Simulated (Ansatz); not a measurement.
Geometry optimisation, RKS r2SCAN/cc-pVDZ (Ansatz).

The input (input.yaml):

```yaml
crystal:
  periodic: [false, false, false]
  atoms:
    - { symbol: Si, position_ang: [0.340761, 0.037383, -0.175493] }
    - { symbol: O, position_ang: [0.524214, -0.215922, 1.468042] }
    - { symbol: Si, position_ang: [-0.498746, -0.468261, 2.784183] }
    - { symbol: H, position_ang: [-1.592162, -1.430328, 2.42608] }
    - { symbol: H, position_ang: [0.327846, -1.030474, 3.892055] }
    - { symbol: H, position_ang: [-1.116845, 0.824861, 3.219925] }
    - { symbol: H, position_ang: [1.780908, 0.111157, -0.374448] }
    - { symbol: H, position_ang: [-0.396458, 1.301022, -0.496625] }
    - { symbol: H, position_ang: [-0.327919, -1.110139, -0.867419] }
basis:
  gaussian: { orbitals: cc-pVDZ }
hamiltonian:
  xc: r2scan
relax:
  f_tol: 0.03
  max_steps: 50
output:
  orbitals: {}
```

Launched with:

```bash
$ ansatz run input.yaml --threads 2 --pin off --max-ram 3072MiB --backend cpu --events-out ev --progress --plain --runs-dir out
```

Where does it end, and by what steps?

It converged. After 3 steps the energy has fallen by 0.200 eV; H7 moved furthest, 0.29 Å.

```tsv
step	energy less start (eV)	largest force component (eV/Å)	accepted
0	0.0000	1.065	yes
1	-0.1778	0.259	yes
2	-0.1980	0.159	yes
3	-0.1998	0.019	yes
```

```xyz
9
Properties=species:S:1:pos:R:3
Si 0.405 0.037 -0.144
O 0.513 -0.241 1.512
Si -0.532 -0.479 2.810
H -1.605 -1.461 2.448
H 0.281 -1.009 3.944
H -1.171 0.818 3.205
H 1.799 0.140 -0.667
H -0.337 1.311 -0.416
H -0.310 -1.096 -0.815
```

Whether the end is a true minimum wasn't checked by a vibrational analysis.

Run time: 10 s on 2 threads of Intel(R) Xeon(R) Platinum 8488C (Sapphire Rapids), on a shared host, peak memory 0.15 GiB.
